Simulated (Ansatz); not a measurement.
N2, SMILES N#N.

The structure is a stationary point at PBE0-D3(BJ)/def2-TZVPD.

Two levels are set side by side: PBE/def2-TZVPD (Ansatz, a program for electronic structure) and ωB97X-V/def2-TZVPD (Ansatz). Energy differences of separate SCF runs at the same geometry; the states with an electron removed or added have multiplicity 2 and 2. Differences are taken from unrounded values.

```
quantity                             PBE
---------------------------------  -----
vertical ionisation energy (eV)    15.40
vertical singlet–triplet gap (eV)   7.65
```

Question: These are the PBE values. What does ωB97X-V give? (An estimate is asked for; the answer gives what the named calculation found.)

Answer: 
```tsv
quantity	ωB97X-V	PBE minus ωB97X-V
vertical ionisation energy (eV)	15.93	-0.53
vertical singlet–triplet gap (eV)	8.11	-0.46
```
